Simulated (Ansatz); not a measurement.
## Re (hcp): energy against volume

Level of theory: DFT, PBEsol, plane waves (420 eV) with PAW, scalar-relativistic (Ansatz 0.2.0). The PAW files were generated under PBE, with cores re-solved for the functional.

The cell is scaled uniformly from the relaxed one, with fractional coordinates and shape fixed. Energies are extrapolated to zero smearing, pressures are those at the given smearing. Magnetic state: spin not included.

A Birch-Murnaghan fit gives V₀ = 14.55 Å³/atom, B₀ = 390 GPa, B₀′ = 4.4.

Task: What are the energy above the minimum and the pressure at 12.809 Å³/atom?

Result: 319.8 meV/atom and 66.02 GPa as computed.

Task: What are the energy above the minimum and the pressure at 13.974 Å³/atom?

Result: 30.0 meV/atom and 17.51 GPa as computed.

Task: What are the energy above the minimum and the pressure at 16.303 Å³/atom?

Result: 209.2 meV/atom and -34.29 GPa as computed.
